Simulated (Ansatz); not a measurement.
## B2H7P, SMILES B[PH2+][BH3-]: a rigid scan of one bond length, step by step

Computed with Ansatz's Python interface.

The cells in order, each with its output:

In [1]:
```python
import ansatz as az
import matplotlib.pyplot as plt
import numpy as np
```

In [2]:
```python
geometry = (
    az.Crystal.molecule()
    .atom("B", (1.6683, 0.3955, 0.2431))
    .atom("P", (0.1987, -0.4659, -0.5598))
    .atom("B", (-1.4003, 0.0947, 0.2845))
    .atom("H", (2.5171, -0.2432, 0.7589))
    .atom("H", (1.7365, 1.5745, 0.2364))
    .atom("H", (0.1488, -0.1317, -1.9262))
    .atom("H", (0.3382, -1.8596, -0.4205))
    .atom("H", (-1.3629, -0.1957, 1.4391))
    .atom("H", (-2.3295, -0.4438, -0.2302))
    .atom("H", (-1.5148, 1.2752, 0.1747))
)
```

In [3]:
```python
symbols = [site.symbol for site in geometry.cartesian_sites]
start = np.array([site.position_ang for site in geometry.cartesian_sites])
axis = (start[2] - start[1]) / np.linalg.norm(start[2] - start[1])
moving = [2, 7, 8, 9]
lengths, energies = [1.666, 1.742, 1.817, 1.893, 1.969, 2.045, 2.12, 2.234], []
for length in lengths:
    xyz = start.copy()
    xyz[moving] += (length - np.linalg.norm(start[2] - start[1])) * axis
    point = az.Crystal.molecule()
    for symbol, place in zip(symbols, xyz):
        point = point.atom(symbol, place.tolist())
    calculation = point.calculation().basis(gaussian="def2-SVP").functional("b3lyp")
    r = calculation.run().report
    energies.append(r["free_energy_ev"])
    print(f"r = {length:6.3f} A  E = {energies[-1]:.5f} eV  <S^2> = {abs(r['mean_field']['state']['spin_squared']):.3f}")

# quartic fit about the minimum
fit = np.polynomial.Polynomial.fit(lengths, np.array(energies) - min(energies), 4).convert()
roots = [r.real for r in fit.deriv().roots() if abs(r.imag) < 1e-9 and fit.deriv(2)(r.real) > 0]
r_e = min(roots, key=lambda r: abs(r - lengths[int(np.argmin(energies))]))
print(f"minimum of the fit at {r_e:.4f} A, force constant {fit.deriv(2)(r_e):.2f} eV/A^2")
plt.figure(figsize=(4.5, 3))
plt.plot(lengths, np.array(energies) - min(energies), "o-")
plt.xlabel("bond length (A)")
plt.ylabel("E - E(min) (eV)")
plt.tight_layout()
plt.savefig("scan.png", dpi=100)
```
```text
r =  1.666 A  E = -10749.96045 eV  <S^2> = 0.000
r =  1.742 A  E = -10750.37983 eV  <S^2> = 0.000
r =  1.817 A  E = -10750.61644 eV  <S^2> = 0.000
r =  1.893 A  E = -10750.73030 eV  <S^2> = 0.000
r =  1.969 A  E = -10750.75708 eV  <S^2> = 0.000
r =  2.045 A  E = -10750.72562 eV  <S^2> = 0.000
r =  2.120 A  E = -10750.65771 eV  <S^2> = 0.000
r =  2.234 A  E = -10750.51497 eV  <S^2> = 0.000
minimum of the fit at 1.9593 A, force constant 10.38 eV/A^2
```

Notes:
- Total energies depend on the basis set; only differences at equal settings carry meaning.
- The rest of the molecule is held rigid at a force-field or estimated start geometry, and the basis set is modest; single-reference methods fail as a bond breaks.
- b3lyp holds the VWN-RPA fit, as in Gaussian; the form of ORCA and Turbomole is b3lyp5.
- The orbitals are restricted, so S² is zero by construction.
- Hardware and time: 15 s on 1 thread of Arm Neoverse V1, on a shared host, peak memory 0.25 GiB.
